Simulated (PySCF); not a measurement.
A family of related molecules: binary hydrides. Isolated molecules, 0 K electronic values unless said otherwise. Strings in code marks are SMILES.

All values below come from PBE-D3(BJ)/def2-TZVP // PBE0-D3(BJ)/def2-TZVP run with PySCF 2.14.0. Delta-SCF ions had no search for a lower state. 

```json
[
 {"species": "`C`", "HOMO–LUMO gap (eV)": "10.36", "vertical ionisation energy (Delta-SCF) (eV)": "13.95"},
 {"species": "`I`", "HOMO–LUMO gap (eV)": "5.08", "vertical ionisation energy (Delta-SCF) (eV)": "10.52"},
 {"species": "`B`", "HOMO–LUMO gap (eV)": "5.42", "vertical ionisation energy (Delta-SCF) (eV)": "12.88"},
 {"species": "`[SbH3]`", "HOMO–LUMO gap (eV)": "5.63", "vertical ionisation energy (Delta-SCF) (eV)": "9.85"}
]
```
